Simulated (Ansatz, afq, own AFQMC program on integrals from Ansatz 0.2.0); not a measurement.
ZrB, sextet: AFQMC among the cluster methods

```xyz
2

Zr    0.0000    0.0000    0.0000
B     0.0000    0.0000    2.0189
```

Basis def2-TZVP with its core potentials. Only valence electrons are correlated. Ansatz 0.2.0 and our own AFQMC program on the same integrals; the CISD trial comes from CCSD amplitudes, and released means the phaseless constraint is let go. ± is one standard error of the sampling. No spin–orbit coupling. The metal's outer-core s and p shells are frozen, which shifts wave-function levels against functionals.

Determinant: UHF, the one that the program's search chose, which needn't be the lowest solution. The geometry is a PBE0/def2-TZVP stationary point of this or a neighbouring charge and spin state.

No full CI on the walks' own integrals is used here; CCSDT(Q) serves as the reference and is uncertain by about the last step of the cluster series.

Cautions: no spin-orbit coupling; outer-core shells of the metal frozen; higher spins were not checked; (T) is large, 6 % of the CCSD correlation; the released energies have errors that jump between times, so the bars are unsure, so no released level is given (meV from the phaseless value at times in 1/Eh: -27 ± 3 at 0.60, -43 ± 9 at 1.20, -49 ± 3 at 2.00, -63 ± 5 at 3.00, -65 ± 6 at 4.20), though the last usable value meets CCSDT(Q) within the noise; the ph-AFQMC/CISD walk drifts between its halves (2.9 errors).

```
T1 diagnostic                               : 0.0342
weight of the determinant in the CISD state : 0.885
⟨S²⟩ of the determinant                     : 8.760
size of the correlated space                : 7 electrons in 66 orbitals
```

Reference: CCSDT(Q), correlation energy -3.907 eV.

```tsv
level	E − E(reference) (kcal/mol)	share of correlation (%)
HF	90.10	0.00
MP2	17.51	80.57
CCSD	6.46	92.83
CCSD(T)	1.18	98.69
CCSDT	0.38	99.58
ph-AFQMC/HF	7.26 ± 0.50	91.94
ph-AFQMC/CISD	1.52 ± 0.10	98.31
```

A walk keeps the symmetry of its determinant, which the program's search chose and which needn't be the lowest solution, so a lower state of the same spin and another symmetry isn't excluded.
